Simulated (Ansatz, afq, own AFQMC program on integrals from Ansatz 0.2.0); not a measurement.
Two steps: Ansatz 0.2.0 writes the Fock matrix and Cholesky factors of the valence space, and afq projects on them the lowest state that overlaps trial and start.

```yaml
crystal:
  periodic: [false, false, false]
  atoms:
    - {symbol: Si, position_ang: [-0.001872, 0.000000, 0.432370]}
    - {symbol: C, position_ang: [0.021531, -0.000001, -1.240467]}
    - {symbol: H, position_ang: [0.631299, -1.216386, 1.009484]}
    - {symbol: H, position_ang: [0.631494, 1.216284, 1.009485]}
    - {symbol: H, position_ang: [-1.467207, 0.000117, 0.714877]}
basis:
  gaussian: {orbitals: cc-pVDZ}
magnetization: {spin_polarized: false, initial_magnetization: 1}
correlation: {method: ccsd_t, electrons: outside_noble_gas, hamiltonian_folder: ham}
```

```sh
$ ansatz run in.yaml --threads 1 --pin off --events-out ev --progress --plain --max-ram 1382MiB
```

afq runs on the folder ham with

```
--method phaseless --trial cisd --walkers 60 --populations 1 --least-time 40 --time-step 0.005 --steps-per-block 50 --equilibration-blocks 28 --max-blocks 300 --target-error 0.0004 --factor-cut 1e-05 --start spin_pure --seed 9433 --release-times 0.24,0.51,0.99,1.62,2.4 --release-step 0.03 --release-every 4 --taylor-order 6
```

Times are imaginary, in 1/Eh. The walk had a cap of 1706 s.

Output of the walk:

```
orbitals 41  electrons 6 5  factors 314 of 444
reference energy -328.32852505 Eh
CCSD correlation -0.22767097 Eh in 22 cycles, weight of the determinant in the CISD state 0.8680
energy of the start -328.556196 Eh
 block  time / (1/Eh)  mean weight  energy / Eh
     1     0.250  1.0008  -328.552674
     2     0.500  1.0002  -328.553867
     3     0.750  1.0030  -328.555119
     4     1.000  0.9992  -328.557750
     5     1.250  1.0013  -328.559444
     7     1.750  1.0006  -328.561459
     9     2.250  1.0017  -328.562577
    11     2.750  0.9989  -328.561010
    21     5.250  1.0001  -328.562845
    31     7.750  0.9994  -328.567701
    41    10.250  0.9979  -328.564435
    51    12.750  1.0023  -328.562661
    61    15.250  0.9990  -328.560288
    71    17.750  0.9979  -328.566443
    81    20.250  1.0018  -328.559037
    91    22.750  0.9980  -328.558993
   101    25.250  1.0001  -328.566945
   111    27.750  0.9989  -328.562069
   121    30.250  1.0034  -328.566026
   131    32.750  0.9987  -328.559959
   141    35.250  1.0000  -328.565401
   151    37.750  1.0008  -328.562630
   161    40.250  1.0024  -328.562042
   166    41.500  0.9987  -328.558471
   171    42.750  0.9998  -328.559912
   181    45.250  0.9991  -328.562009
   191    47.750  0.9983  -328.560982
   201    50.250  0.9981  -328.571159
   211    52.750  0.9982  -328.560629
   216    54.000  0.9993  -328.559542
blocks merged  error / Eh  count
     1  0.000269  190
     2  0.000325  95
     4  0.000385  47
     8  0.000385  23
    16  0.000424  11
released: time / (1/Eh)  energy / Eh  error  mean overlap
  0.24  -328.563772  0.000515  1.0066
  0.51  -328.564600  0.000586  1.0015
  0.99  -328.564353  0.000673  0.9901
  1.62  -328.564928  0.000604  0.9700
  2.40  -328.563525  0.000869  1.0018
energy -328.563613 +/- 0.000385 Eh
(rows thinned)
```

The run passed its tests (sampling time, drift between the halves within three errors, error under three times the target), which doesn't prove that it has relaxed.

Against this walk (error 10.5 meV) on the same determinant: CCSD(T) 40.1 meV higher. The error is statistical and leaves out the bias of the constraint. Released to 1.62 1/Eh the energy moves by -36 ± 19 meV (both errors), within twice the noise.

Cautions: constraint bias not in the error; higher spins were not checked; a spin-contaminated unrestricted determinant lies lower (UHF 549 meV lower, ⟨S²⟩ 1.47).

The walk took 5.2 min on 1 thread of Arm Neoverse V2 (shared host). The log's last line is the phaseless energy.

A walk keeps the symmetry of its determinant, which the program's search chose and which needn't be the lowest solution, so a lower state of the same spin and another symmetry isn't excluded.
